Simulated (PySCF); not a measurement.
H3PS: core ionisation energies

H3PS.
Bonds: P1–S2 (double). Hydrogens: H3, H4, H5 on P1.

Level of theory: delta-SCF UKS SCAN, pcX-2 on the ionised atom, pcseg-1 elsewhere, spin-free X2C in PySCF 2.14.0. These are vertical core ionisation energies against the vacuum level, from separate self-consistent calculations with and without the core hole.

Task: Give the core binding energies atom by atom.

Result: 
| atom(s) | environment | level | binding energy (eV) | 2p1/2 (eV) | count |
| --- | --- | --- | --- | --- | --- |
| P1 | phosphorus bonded to S and 3 H | P 2p3/2 | 138.82 | 139.70 | 1 |
| P1 | phosphorus bonded to S and 3 H | P 1s | 2152.62 | – | 1 |
| S2 | sulfur bonded to P | S 1s | 2476.03 | – | 1 |

Task: Which photon wavelength matches the P 2p3/2 of P1 threshold?

Result: λ = hc/E = 12398.42 eV Å / 138.82 eV = 89.313 Å.

Not every level is listed. Spin–orbit and ligand-field terms were added within each 2p shell after the spin-free SCF. 2p1/2 minus 2p3/2 (ligand field included): P 0.89 eV. Isolated species at its GFN2-xTB geometry, gas phase.
